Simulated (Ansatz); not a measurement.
Input for Ansatz (development build ahead of 0.2.0):

```yaml
crystal:
  periodic: [false, false, false]
  atoms:
    - { symbol: Li, position_ang: [0.0, 0.0, -1.28208] }
    - { symbol: Li, position_ang: [0.0, 0.0, 1.28208] }
basis:
  gaussian: { orbitals: def2-TZVP }
hamiltonian:
  xc: hf
correlation:
  method: mp2
  frozen_orbitals: { Li: 0 }
```

The input is written out in the form of the current development build from the run's settings.

Output:

- Converged: yes
- Reference energy: -14.86931 hartree
- Correlation energy: -0.07718 hartree
- Total energy: -14.94648 hartree
- Spin squared of the determinant: 0.000
